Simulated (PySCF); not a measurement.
System (SMILES): [S+]#[C-] (C-S).
Geometry (B3LYP-D3(BJ)/def2-TZVP, fixed):
```
C
S 1 1.5320
```

Basis-set convergence of the lowest singlet excitation energy at PBE with PySCF. Tamm-Dancoff approximation; the state is taken by its order, and sets in which it differs in degeneracy or brightness are left out, yet its character can still change. All functions are spherical. Density fitting with generated auxiliary sets. No added dispersion term, no relativity. Reference: the value in aug-pcseg-3, 4.807 eV, itself unsure by roughly 0.017 eV (its mean distance from aug-cc-pV(Q+d)Z, aug-pcseg-2, aug-cc-pV(T+d)Z). Deviations are taken from unrounded values. Cost is core time over that of aug-pcseg-1, rough, on shared machines of one kind; a dash marks a row that isn't timed (too short, read off another run, short of memory, by another algorithm or on other hardware).

```csv
basis,functions,lowest singlet excitation energy (eV),minus reference (eV),cost
pcseg-1,32,5.037,0.230,0.7×
6-31+G*,40,5.079,0.272,-
aug-pcseg-1,50,4.981,0.174,1×
pcseg-2,64,4.913,0.106,1×
def2-TZVP,68,4.862,0.055,2×
cc-pV(T+d)Z,69,4.850,0.043,1×
def2-TZVPP,73,4.862,0.055,2×
"6-311++G(3df,3pd)",86,4.834,0.027,2×
jun-cc-pV(T+d)Z,87,4.821,0.014,2×
def2-TZVPPD,88,4.826,0.019,2×
aug-pcseg-2,96,4.837,0.030,3×
aug-cc-pV(T+d)Z,101,4.822,0.015,2×
def2-QZVPP,127,4.818,0.012,4×
```
